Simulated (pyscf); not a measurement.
Structures and frequencies: ωB97X-D3(BJ)/def2-SVP in PySCF. Correlated levels are frozen-core, on RHF or UHF. ΔMP2 is the change of the MP2 total energy from the triple- to the quadruple-zeta basis.

**Question.** water (H₂O) + [O=Si–F]• → HO–Si•(OH)–F
Surface: doublet. Broken: H–O. Formed: O–Si, H–O. Give ΔE‡ and ΔE from CCSD(T)/def2-TZVPP, relative to the separated reactants.

**Answer.** ΔE‡ = -10.7 kcal/mol, ΔE = -61.5 kcal/mol. CCSD(T)/def2-TZVPP + ΔMP2(QZVPP) gives -10.9 kcal/mol and -62.0 kcal/mol. Zero-point energy shifts the barrier by +0.7 kcal/mol. It is an addition across a multiple bond or ene-type step, with an imaginary mode of 1148i cm⁻¹. On the reactant side the descent ends in an adduct with a O–Si contact, 20.2 kcal/mol under the separated species and 5.5 kcal/mol under the saddle at ωB97X-D3(BJ)/def2-TZVP. At CCSD(T) the saddle lies under the separated reactants, which points to a path from their complex (located at ωB97X-D3(BJ) alone). What is counted as formed (O–Si) is already present as a longer contact in the reactant adduct; forming that adduct is a step of its own. At ωB97X-D3(BJ)/def2-TZVP the barrier from the zero used here is -14.8 kcal/mol. One saddle was located; it need not be the lowest between these sides. The CCSD(T) − MP2 part came from Ansatz, without density fitting, on the same reference.
